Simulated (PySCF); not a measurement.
**`InChI=1S/CO/c1-2`**

Molfile (atoms numbered from 1):
```
CO
     RDKit          3D

  2  1  0  0  0  0  0  0  0  0999 V2000
    0.5652   -0.0030   -0.0035 C   0  0  0  0  0  0  0  0  0  0  0  0
   -0.5628    0.0041   -0.0120 O   0  0  0  0  0  0  0  0  0  0  0  0
  1  2  3  0
M  CHG  2   1  -1   2   1
M  END
```

Computed with GIAO B3LYP/cc-pVDZ magnetisability, rotational g tensor and spin-rotation constants, non-relativistic, gas phase (PySCF). Geometry: PBE0-D3(BJ)/def2-SVP.

Q: What are the magnetisability and the molar susceptibility?

A: Isotropic -196 × 10⁻³⁰ J/T², or -11.8 × 10⁻⁶ cm³/mol; principal values -292, -148, -148 × 10⁻³⁰ J/T², anisotropy 144 × 10⁻³⁰ J/T² (root of half the summed squared differences of the principal values). The susceptibility is in cgs units.

Q: Split it along the inertial axes a, b, c into diamagnetic and paramagnetic parts about the centre of mass, with the quadrupole moment.

A: 
| axis | χ (10⁻⁶ cm³/mol) | diamagnetic (10⁻⁶ cm³/mol) | paramagnetic (10⁻⁶ cm³/mol) | summed x² of all electrons (Å²) | quadrupole Θ (D Å) |
| --- | --- | --- | --- | --- | --- |
| a | -17.6 | -17.6 | 0.0 | 6.9 | -2.03 |
| b | -8.9 | -37.9 | 29.0 | 2.1 | +1.01 |
| c | -8.9 | -37.9 | 29.0 | 2.1 | +1.01 |

Anisotropies 2χaa − χbb − χcc = -17.3 and 2χbb − χaa − χcc = +8.7 × 10⁻⁶ cm³/mol. Θ is traceless in Buckingham's convention.

Q: And the rotational g tensor?

A: 
| axis | rotational constant (GHz) | g | nuclear part | electronic part |
| --- | --- | --- | --- | --- |
| b | 57.9194 | -0.2846 | 0.5037 | -0.7883 |
| c | 57.9194 | -0.2846 | 0.5037 | -0.7883 |

Linear; isotopes 12C, 16O; no vibrational averaging.
